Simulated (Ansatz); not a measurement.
## Counterpoise correction, worked out

The pair of HF (SMILES F, atoms 1–2) and HCN (SMILES C#N, atoms 3–5), both closed shells, in one local arrangement (a lower one may exist), relaxed at PBE0-D4/def2-TZVP:

```xyz
5
angstrom
F 0.0916 -0.1017 -2.4979
H 0.0573 -0.0638 -1.5647
C -0.0505 0.0562 1.3783
N -0.0087 0.0097 0.2381
H -0.0897 0.0996 2.4461
```

Program: Ansatz 0.2.0. Basis: def2-TZVPPD. Cores are frozen in the correlated methods.

CCSD(T) total energies in eV:

| system | geometry | basis functions | energy |
| --- | --- | --- | --- |
| pair | pair | all | -5269.17977 |
| HF | as in the pair | all (partner as ghosts) | -2730.61654 |
| HCN | as in the pair | all (partner as ghosts) | -2538.24992 |
| HF | as in the pair | its own | -2730.60645 |
| HCN | as in the pair | its own | -2538.23651 |
| HF | free (PBE0-D4 minimum) | its own | -2730.61345 |
| HCN | free (PBE0-D4 minimum) | its own | -2538.24349 |

Q: Work out the interaction energy with and without the counterpoise correction, the superposition error, and the binding energy from the relaxed fragments.

A: Without correction: -5269.17977 − (-2730.60645) − (-2538.23651) = -0.33681 eV.
With correction (each fragment in the whole basis): -5269.17977 − (-2730.61654) − (-2538.24992) = -0.31331 eV = -7.23 kcal/mol.
The superposition error is the difference, 0.02350 eV, 7 % of the uncorrected value: each fragment borrows its partner's functions.
Deformation from the free shapes: 0.00700 eV for HF and 0.00698 eV for HCN.
Binding energy from relaxed fragments: -0.31331 + 0.00700 + 0.00698 = -0.29933 eV = -6.90 kcal/mol (electronic, without zero-point energy; negative means bound). For comparison, the corrected interaction energy by CCSD(T) at an estimated basis limit (MP2 extrapolated from triple and quadruple zeta, plus CCSD(T) − MP2 in triple zeta) is -0.329 eV; triple zeta with the correction binds less.

The T1 diagnostic stays at or below 0.015.

For scale, one of the runs: CCSD(T)/def2-TZVPPD, 148 basis functions, launched by `ansatz run in.yaml --threads 2 --pin off --events-out ev --progress --plain --max-ram 5222MiB`. Time: 8 s of wall clock on 2 CPU threads of an Intel Xeon Platinum 8375C; the host was shared. Peak host memory: 1 GiB.
